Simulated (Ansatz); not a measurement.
Process, species as SMILES: C#N (CH-N) → [C]#N (C-N) + H atom
B3LYP-D3(BJ)/def2-TZVP geometries, fixed; electronic energies without zero-point terms.
Largest species:
```xyz
3

C      0.0000     0.0000    -0.4969
N      0.0000     0.0000     0.6493
H      0.0000     0.0000    -1.5636
```

Basis-set convergence of the bond dissociation energy at PBE with Ansatz (an electronic-structure program). Cartesian d functions, on some or all atoms, in 6-31G*, 6-31G**, 6-31+G*; all else is spherical. The program fits the integrals of some runs and decomposes those of others, by size. Open shells are unrestricted. No added dispersion term, no relativity. Functions are those of the species that has most. Reference: the value in pcseg-4, 128.77 kcal/mol, itself unsure by roughly 0.04 kcal/mol (its mean distance from aug-pcseg-3, aug-cc-pVQZ, cc-pV5Z). Deviations are taken from unrounded values.

```
basis              functions  bond dissociation energy (kcal/mol)  minus reference (kcal/mol)
-----------------  ---------  -----------------------------------  --------------------------
STO-3G                    11                               140.85                       12.08
3-21G                     20                               130.38                        1.61
6-31G                     20                               128.67                       -0.10
6-31G*                    32                               127.28                       -1.49
6-31G**                   35                               128.50                       -0.27
6-31+G*                   40                               127.62                       -1.15
6-311G**                  42                               128.54                       -0.23
6-311+G**                 50                               128.90                        0.13
6-311++G(2d,2p)           64                               128.82                        0.05
6-311++G(3df,3pd)         96                               128.94                        0.17
```

The smallest set listed that lies within 2 kcal/mol of the reference with all its larger relatives (same family, alike in diffuse functions; a set with none counts only in the reference's own line) is 3-21G (20 functions, 1.61 kcal/mol off), level with 6-31G.
